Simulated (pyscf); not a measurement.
Single points on ωB97X-D3(BJ)/def2-SVP structures (PySCF, gas phase).

**Question.** Estimate by transition-state theory the rate constant of H₃Ge–SnH₃ + methyl (CH₃•) → H₃Ge–SnH₂• + methane (CH₄) (doublet surface; H–Sn broken, C–H formed) at 900 K, with ωB97M-D3(BJ)/def2-TZVP energies (ideal gas, 1 atm, RRHO with modes under 100 cm⁻¹ raised to 100, one conformer, R ln 2 for chiral ones without a mode under 150 cm⁻¹; no tunnelling).

**Answer.** The electronic barrier is 2.5 kcal/mol and the thermal terms add +25.1, so ΔG‡ = 27.7 kcal/mol. With k_BT/h = 1.88e+13 s⁻¹ and RT = 1.788 kcal/mol, and a volume of 1.23e-19 cm³ per molecule at 1 atm, k = 4.4e-13 cm³ molecule⁻¹ s⁻¹. Wigner's tunnelling factor for 308i cm⁻¹ would be 1.01. A shift of 1 kcal/mol in the barrier changes k by a factor 1.7. One saddle was located; it need not be the lowest between these sides. The angle at the transferred H is 180°. Elements up to Kr have no core potential and no relativistic terms here. Elements past Kr carry the def2 core potentials, without spin-orbit coupling.
